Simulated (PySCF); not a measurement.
PySCF single point, B3LYP/6-31G*, density fitting, vacuum, on butadiene, C4H6 (SMILES C=CC=C), charge 0, multiplicity 1.

```python
from pyscf import gto, scf, dft
mol = gto.M(atom='''
C     -1.830062    -0.070090     0.000100
C     -0.593069     0.414371    -0.000429
C      0.592941    -0.414371    -0.000490
C      1.829814     0.070408     0.000028
H     -2.019761    -1.131289     0.000604
H     -2.695476     0.570080     0.000120
H     -0.425931     1.483954    -0.000531
H      0.425878    -1.483954    -0.000604
H      2.695476    -0.569409     0.000236
H      2.019027     1.131694     0.000548
''', basis='6-31G*', charge=0, spin=0, verbose=3)
mf = dft.RKS(mol, xc='B3LYP')
mf = mf.density_fit()
mf.max_cycle = 100
e = mf.kernel()
print('converged', mf.converged)
print('E_total', e)
print('nao', mol.nao)
print('HOMO', mf.mo_energy[mf.mo_occ > 0].max())
mf.dip_moment()
```

The program's output:

```
converged SCF energy = -155.988037475367
converged True
E_total -155.9880374753667
nao 68
HOMO -0.2297393866545403
Dipole moment(X, Y, Z, Debye):  0.00023, -0.00003,  0.00052
```

The total energy is -4244.65 eV.
